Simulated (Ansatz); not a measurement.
Density of states of W (Fm-3m, a = 4.017 Å, b = 4.017 Å, c = 4.017 Å, α = 90.00°, β = 90.00°, γ = 90.00°), in states per eV and primitive cell, averaged over bins of 0.5 eV. Theory: Ansatz 0.2.0, DFT r2SCAN, scalar-relativistic, plane waves, PAW.

Cutoff 500 eV; k points 18×18×18 on the computed 1-atom cell (Γ-centred); Gaussian smearing, width 0.10 eV; no spin polarisation.

The cell is relaxed at this level. The states (both spins) are summed by tetrahedra on a 27×27×27 mesh at the self-consistent density. Energies are bin centres; the table starts no lower than −8 eV and ends at 6 eV, or lower where the solved bands end.

It is a metal at this level.

| E − E_F (eV) | total | W 5d | W 6s | W 5p |
| --- | --- | --- | --- | --- |
| -7.80 | 0.09 | 0.00 | 0.08 | 0.00 |
| -7.30 | 0.11 | 0.01 | 0.10 | 0.00 |
| -6.80 | 0.15 | 0.02 | 0.12 | 0.00 |
| -6.30 | 0.21 | 0.06 | 0.15 | 0.01 |
| -5.80 | 0.48 | 0.26 | 0.20 | 0.01 |
| -5.30 | 0.75 | 0.52 | 0.21 | 0.01 |
| -4.80 | 0.85 | 0.67 | 0.16 | 0.01 |
| -4.30 | 0.94 | 0.82 | 0.10 | 0.01 |
| -3.80 | 0.89 | 0.82 | 0.05 | 0.01 |
| -3.30 | 0.76 | 0.72 | 0.01 | 0.01 |
| -2.80 | 0.93 | 0.88 | 0.02 | 0.01 |
| -2.30 | 0.88 | 0.81 | 0.04 | 0.01 |
| -1.80 | 1.10 | 0.98 | 0.07 | 0.01 |
| -1.30 | 1.22 | 1.07 | 0.09 | 0.01 |
| -0.80 | 1.12 | 0.96 | 0.08 | 0.01 |
| -0.30 | 1.26 | 1.12 | 0.07 | 0.01 |
| 0.20 | 0.94 | 0.84 | 0.04 | 0.00 |
| 0.70 | 0.68 | 0.63 | 0.02 | 0.00 |
| 1.20 | 0.70 | 0.65 | 0.02 | 0.00 |
| 1.70 | 1.02 | 0.95 | 0.04 | 0.00 |
| 2.20 | 0.76 | 0.71 | 0.03 | 0.00 |
| 2.70 | 0.65 | 0.60 | 0.02 | 0.00 |
| 3.20 | 0.66 | 0.62 | 0.02 | 0.00 |
| 3.70 | 0.66 | 0.62 | 0.02 | 0.00 |
| 4.20 | 0.73 | 0.69 | 0.02 | 0.00 |
| 4.70 | 1.00 | 0.94 | 0.03 | 0.00 |
| 5.20 | 1.10 | 1.03 | 0.04 | 0.00 |
| 5.70 | 0.73 | 0.64 | 0.05 | 0.00 |

The columns after the total are the Löwdin projections on the occupied valence shells of the potentials. The rest of the total lies in shells that are empty in the free atom, which aren't projected, and between the atoms.

Spin-orbit coupling is left out, which matters for the bands of heavy elements.

This fcc form isn't the element's structure at ambient conditions.